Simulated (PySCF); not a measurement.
Species: C4H9O (doublet state).
SMILES with atom numbers: `[CH3:1][CH:2][O:3][CH2:4][CH3:5]` (hydrogens: H6, H7, H8 on C1; H9 on C2; H10, H11 on C4; H12, H13, H14 on C5)

Geometry (GFN2-xTB, Å), atoms numbered from 1 in this order:
```
atom  x, y, z in Å
C1    -2.481    0.208    0.340
C2    -1.180   -0.499    0.346
O3    -0.118    0.176   -0.200
C4     1.146   -0.419   -0.031
C5     2.195    0.479   -0.666
H6    -3.298   -0.505    0.229
H7    -2.657    0.767    1.267
H8    -2.504    0.913   -0.487
H9    -0.961   -1.251    1.090
H10    1.157   -1.414   -0.503
H11    1.353   -0.554    1.043
H12    1.990    0.597   -1.726
H13    3.182    0.042   -0.539
H14    2.177    1.461   -0.200
```

The hyperfine couplings belong to this conformer and change with its torsions.

Level of theory: PySCF, UKS B3LYP, pcH-1 on C H O, non-relativistic, mean-field spin-orbit, GIAO. The structure is a single GFN2-xTB conformer in the gas phase; no vibrational or solvent corrections. A GFN2-xTB geometry isn't a minimum of the functional, and hyperfine couplings can be far from their values at a DFT geometry.

How many α and β electrons are there, and what is ⟨S²⟩ of the pure spin state?

41 electrons with 2S = 1: 21 α and 20 β; S(S+1) = 0.75.

Mulliken spin populations, one withheld:

```json
{"atom": "C1", "bound to": "C2, H6, H7, H8", "population": "-0.0702"}
{"atom": "C2", "bound to": "C1, O3, H9", "population": "?"}
{"atom": "O3", "bound to": "C2, C4", "population": "+0.1116"}
{"atom": "C4", "bound to": "O3, C5, H10, H11", "population": "-0.0176"}
{"atom": "C5", "bound to": "C4, H12, H13, H14", "population": "-0.0001"}
{"atom": "H6", "bound to": "C1", "population": "+0.0157"}
{"atom": "H7", "bound to": "C1", "population": "+0.0578"}
{"atom": "H8", "bound to": "C1", "population": "+0.0040"}
{"atom": "H9", "bound to": "C2", "population": "-0.0335"}
{"atom": "H10", "bound to": "C4", "population": "+0.0208"}
{"atom": "H11", "bound to": "C4", "population": "+0.0123"}
{"atom": "H12", "bound to": "C5", "population": "-0.0004"}
{"atom": "H13", "bound to": "C5", "population": "-0.0006"}
{"atom": "H14", "bound to": "C5", "population": "0.0000"}
```

Fill in the missing population.

The populations add up to Nα − Nβ = 1, and the others sum to 0.0998, so C2 holds +0.900.

How is the spin shared among the elements?

Carbon +0.81, oxygen +0.11, hydrogen +0.08. The positive populations sum to 1.12, the negative ones to -0.12.

With ⟨S²⟩ = 0.7533, find the sum of squared α–β overlaps and estimate the admixture of higher spin.

Σ|⟨iα|jβ⟩|² over occupied orbitals = Nβ − [⟨S²⟩ − S(S+1)] = 20 − 0.0033 = 19.9967. If the quartet state (S + 1) were the only admixture, its weight would be 0.0033/(2S + 2) = 0.11 %.

What Fermi-contact NMR shifts do the couplings of C1, C4, C5, H9, H10/H11 imply at 298 K (Curie law, g = gₑ)?

δ = a_FC·h·gₑ μB S(S+1)/(3 g_N μN kT), with k/h = 20836.6 MHz/K:

```
 nuclei  isotope  a_FC (MHz)     g_N  contact shift (ppm)
     C1      13C      -21.52  1.4048                -2268
     C4      13C       -4.40  1.4048                 -464
     C5      13C       -1.11  1.4048                 -117
     H9       1H      -38.66  5.5857                -1025
H10/H11       1H        9.92  5.5857                 +263
```

The shifts go as 1/T: at 348 K they are 0.856 times these. Entries for several nuclei are means.

Class means assume fast exchange of nuclei equivalent by connectivity; if that motion is slow, each nucleus keeps its own coupling.
